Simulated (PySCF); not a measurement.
Gas-phase reaction: 2 BH2F + BF ⇌ 2 BH2 + BF3

Method: PySCF energies plus ideal-gas RRHO corrections (1 bar). † marks an energy on the PBE0/def2-TZVP geometry and frequencies; other levels use their own. CCSD(T) freezes the core. Open shells (unrestricted): BH2 (multiplicity 2); the rest are closed-shell singlets. BH2F: computed as isolated molecules; such fragments, hydroxides, amides, oligomers or adducts are transient or little studied in the gas. CCSD(T) isn't extrapolated to the basis-set limit.

```json
[
 {"level": "BLYP/def2-TZVP†", "ΔH°(298 K), kJ": "…"},
 {"level": "CCSD(T)/def2-TZVPP†", "ΔH°(298 K), kJ": "233"},
 {"level": "PBE/def2-SVP", "ΔH°(298 K), kJ": "215"},
 {"level": "PBE0/def2-SVP†", "ΔH°(298 K), kJ": "…"},
 {"level": "LDA/def2-TZVP†", "ΔH°(298 K), kJ": "237"}
]
```

Q: Some entries are withheld; supply them.

A: 
- BLYP/def2-TZVP†, ΔH°(298 K), kJ: 234
- PBE0/def2-SVP†, ΔH°(298 K), kJ: 196
